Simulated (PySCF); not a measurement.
# Atomic charges by several schemes

Species: C3H10N (charge +1).
Structure used (PBE0-D3(BJ)/def2-SVP), in Å, numbered top down from 1:
```xyz
14
C3H10N angstrom
C     -0.0373    1.3552   -0.5739
N      0.0311    0.0922    0.2106
C      1.2355   -0.7113   -0.1354
C     -1.2202   -0.7049    0.0883
H      0.8848    1.9280   -0.4168
H     -0.1427    1.1024   -1.6366
H     -0.9043    1.9398   -0.2424
H      0.1216    0.3574    1.1990
H      2.1333   -0.1000    0.0174
H      1.1646   -1.0130   -1.1882
H      1.2725   -1.6006    0.5056
H     -1.1446   -1.5946    0.7253
H     -2.0724   -0.0893    0.4011
H     -1.3426   -1.0060   -0.9600
```

Density: PBE0/pcSseg-1 (PySCF); schemes: Mulliken, IAO, Hirshfeld and ESP-fitted. Isolated species at its PBE0-D3(BJ)/def2-SVP geometry, gas phase.

Problem. Atoms with like bonding are taken together and averaged. For which atoms does the sign change between the 4 schemes (beyond +0.03 e in one, beyond −0.03 e in another)?

Solution. N2. Atomic charges aren't observables, and each scheme defines them in its own way.

Problem. At which atom do the 4 schemes differ most?

Solution. At N2: from -0.480 (Mulliken) to +0.080 e (Hirshfeld), 0.560 e apart.

Problem. Tabulate the Mulliken, IAO, Hirshfeld and ESP-fitted charges.

Solution. In e; atoms taken as equivalent share a row and are averaged (×n: the atom named and its like, n in all):

| atom | environment | Mulliken | IAO | Hirshfeld | ESP-fitted |
| --- | --- | --- | --- | --- | --- |
| C1/C3/C4 | N-methyl carbon | -0.140 | -0.318 | -0.014 | -0.485 |
| N2 | ammonium nitrogen | -0.480 | -0.046 | +0.080 | +0.057 |
| H5 (×9) | methyl hydrogen | +0.181 | +0.187 | +0.086 | +0.226 |
| H8 | N–H hydrogen | +0.273 | +0.319 | +0.188 | +0.363 |

Mean size of the charges over all atoms: ESP-fitted 0.279 e, IAO 0.214 e, Mulliken 0.200 e, Hirshfeld 0.078 e. Each set sums to the total charge, 1, to within 0.001 e. The ESP scheme fits charges at the nuclei, held to the total charge, to the electrostatic potential on points at 1.4 to 2.0 times the van der Waals radii. The Hirshfeld scheme weights the molecular density at each point by an atom's share of the summed free-atom densities.

Problem. Sum the charges by element, for elements with more than one atom.

Solution. 
| element | atoms | Mulliken | IAO | Hirshfeld | ESP-fitted |
| --- | --- | --- | --- | --- | --- |
| C | 3 | -0.421 | -0.953 | -0.043 | -1.455 |
| H | 10 | +1.901 | +1.999 | +0.964 | +2.398 |

Problem. How many electrons does the IAO scheme count on C1?

Solution. Its own charge is -0.318 e, so Z − q = 6.318.

The run behind these numbers computed NMR shieldings as well. Hardware: one thread of an Arm Neoverse V1, no GPU (shared host). Cost: 13 s (grids of density and orbitals included), 0.52 GiB resident at most.
